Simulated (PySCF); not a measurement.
(CH3)2PPF2, C2H6F2P2.
Numbering: `[CH3:1][P:2]([CH3:3])[P:4]([F:5])[F:6]` (hydrogens: H7, H8, H9 on C1; H10, H11, H12 on C3)

Cartesian coordinates in Å at the GFN2-xTB level; atoms count from 1:
```xyz
12
C2H6F2P2 angstrom
C     -0.5540   -1.3373   -0.6928
P     -0.1499   -0.3230    0.8076
C      1.5521    0.2355    0.3230
P     -1.1256    1.4997    0.0136
F     -2.6445    1.1218    0.4423
F     -0.8633    2.4494    1.3034
H     -0.0028   -2.2740   -0.6378
H     -0.2955   -0.8251   -1.6182
H     -1.6175   -1.5688   -0.6931
H      1.8664    1.0422    0.9827
H      1.5948    0.5755   -0.7103
H      2.2411   -0.5965    0.4535
```

Computed, not measured: B3LYP/def2-SVPD in PySCF (dipole) on a GFN2-xTB geometry, gas phase.

Masses are those of the commonest isotopes; rigid-rotor values at the optimised geometry. The values belong to one conformer with, in the numbering `[CH3:1][P:2]([CH3:3])[P:4]([F:5])[F:6]`, C1–P2–P4–F5 83°.

Q: What are A, B and C (MHz)?

A: Ia = 150.96, Ib = 282.31, Ic = 371.95 u·Å²; 505379 MHz·u·Å²/I gives A = 3348, B = 1790, C = 1359 MHz.

Q: What kind of rotor is it?

A: An asymmetric top. Ray's parameter κ = (2B − A − C)/(A − C) = -0.566; −1 is the prolate and +1 the oblate limit.

Q: Is it planar, by Δ = Ic − Ia − Ib?

A: Not planar: Δ = Ic − Ia − Ib = -61.32 u·Å². For a rigid frame Δ = −2 Σ m c², so Σ m c² = 30.66 u·Å² lies off the ab plane: 4.03 from hydrogen and 26.63 from heavier atoms. The atom farthest from that plane is 1.41 Å away.

Q: Give the other two planar moments, Paa and Pbb, and the rms extents of the mass along the axes.

A: Paa = Σ m a² = (Ib + Ic − Ia)/2 = 251.65 and Pbb = Σ m b² = (Ia + Ic − Ib)/2 = 120.30 u·Å². With the mass M = 129.99 u, the rms extents √(P/M) along a, b and c are 1.39, 0.96, 0.49 Å.

Q: List the rotational levels J(Ka,Kc) to J = 4 (MHz).

A: Above 0(0,0):
J = 1: 1(0,1) 3149, 1(1,1) 4707, 1(1,0) 5138
J = 2: 2(0,2) 9369, 2(1,2) 10573, 2(1,1) 11867, 2(2,1) 16540, 2(2,0) 16618
J = 3: 3(0,3) 18519, 3(1,3) 19327, 3(1,2) 21907, 3(2,2) 25987, 3(2,1) 26361, 3(3,1) 34899, 3(3,0) 34908
J = 4: 4(0,4) 30453, 4(1,4) 30927, 4(1,3) 35180, 4(2,3) 38521, 4(2,2) 39556, 4(3,2) 47626, 4(3,1) 47688, 4(4,1) 59924, 4(4,0) 59925
Those of J = 1 are B + C, A + C and A + B.

Q: Which lines would a microwave search look for?

A: The dipole components are |μa| = 2.88 D, |μb| = 0.00 D, |μc| = 1.49 D; the mirror of this Cs structure is the ac plane, so μb vanishes by symmetry and there are no b-type lines. Intensities carry the squares of the components, which stand as 1.00 : 0.27 (a : c). Some lines, for components of 0.1 D or more:

| type | branch | J(Ka,Kc) | MHz | lower level (cm⁻¹) |
| --- | --- | --- | --- | --- |
| a | Q | 1(1,0) ← 1(1,1) | 431 | 0.157 |
| c | Q | 3(1,3) ← 3(0,3) | 808 | 0.618 |
| c | Q | 2(1,2) ← 2(0,2) | 1204 | 0.313 |
| a | Q | 3(1,2) ← 3(1,3) | 2580 | 0.645 |
| a | R | 1(0,1) ← 0(0,0) | 3149 | 0.000 |
| c | Q | 3(2,2) ← 3(1,2) | 4080 | 0.731 |
| c | Q | 2(2,1) ← 2(1,1) | 4673 | 0.396 |
| c | R | 1(1,0) ← 0(0,0) | 5138 | 0.000 |
| a | R | 2(1,2) ← 1(1,1) | 5866 | 0.157 |
| a | R | 2(1,1) ← 1(1,0) | 6729 | 0.171 |
| c | Q | 3(3,1) ← 3(2,1) | 8538 | 0.879 |
| c | R | 2(1,1) ← 1(0,1) | 8718 | 0.105 |
| a | R | 3(1,3) ← 2(1,2) | 8754 | 0.353 |
| a | R | 3(0,3) ← 2(0,2) | 9151 | 0.313 |
| a | R | 3(2,1) ← 2(2,0) | 9743 | 0.554 |
| a | R | 3(1,2) ← 2(1,1) | 10040 | 0.396 |
| c | R | 2(2,0) ← 1(1,0) | 11480 | 0.171 |
| c | R | 2(2,1) ← 1(1,1) | 11834 | 0.157 |
| c | R | 3(1,2) ← 2(0,2) | 12538 | 0.313 |
| c | R | 3(2,1) ← 2(1,1) | 14493 | 0.396 |
| c | R | 3(2,2) ← 2(1,2) | 15414 | 0.353 |
| c | R | 3(3,0) ← 2(2,0) | 18290 | 0.554 |
| c | R | 3(3,1) ← 2(2,1) | 18358 | 0.552 |

Q: Estimate the classical rotational partition function at 10 K, 100 K and 200 K.

A: Point group Cs, symmetry number σ = 1; q = (√π/σ)·√((kT/h)³/(ABC)), k/h = 20836.6 MHz/K: 1870 at 10 K, 59100 at 100 K, 167000 at 200 K.

No GFN2-xTB frequencies stand behind this structure, so it isn't proved a minimum. No vibrational averaging or centrifugal distortion is included, and the geometry carries the error of its method. A rigid rotor knows nothing of internal rotation, which can split or shift real lines.
